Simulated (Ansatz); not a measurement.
Frontier orbitals of `[BH3-][OH+]C`.

Charge 0, multiplicity 1. The structure was optimised at the PBE0-D4/def2-TZVP level. Basis def2-TZVPP, Ansatz 0.2.0.

```tsv
functional	HOMO (eV)	LUMO (eV)
PBE0	-7.93	0.05
```

Problem. Give HOMO and LUMO (eV) with LDA (SPW92), PBE, revPBE, BLYP, r2SCAN, B97M-V, B3LYP, r2SCANh, r2SCAN0, HSE06 (plane-wave form), BHLYP, CAM-B3LYP, LC-ωPBE, ωB97X-V, ωB97M-V, HF. (Estimate.)

Solution. Computed: 
| functional | HOMO | LUMO |
| --- | --- | --- |
| LDA (SPW92) | -6.57 | -1.08 |
| PBE | -6.53 | -0.89 |
| revPBE | -6.50 | -0.81 |
| BLYP | -6.47 | -0.90 |
| r2SCAN | -6.84 | -0.24 |
| B97M-V | -6.96 | -0.62 |
| B3LYP | -7.75 | -0.31 |
| r2SCANh | -7.36 | 0.06 |
| r2SCAN0 | -8.14 | 0.48 |
| HSE06 (plane-wave form) | -7.52 | -0.32 |
| BHLYP | -9.30 | 0.77 |
| CAM-B3LYP | -9.42 | 0.87 |
| LC-ωPBE | -10.81 | 2.23 |
| ωB97X-V | -10.46 | 2.03 |
| ωB97M-V | -10.30 | 1.58 |
| HF | -11.44 | 2.90 |

B3LYP here is the variant with VWN-RPA as its local correlation; programs differ in this. LC-ωPBE has ω = 0.4 bohr⁻¹. Positive LUMOs are unbound and depend on the basis.
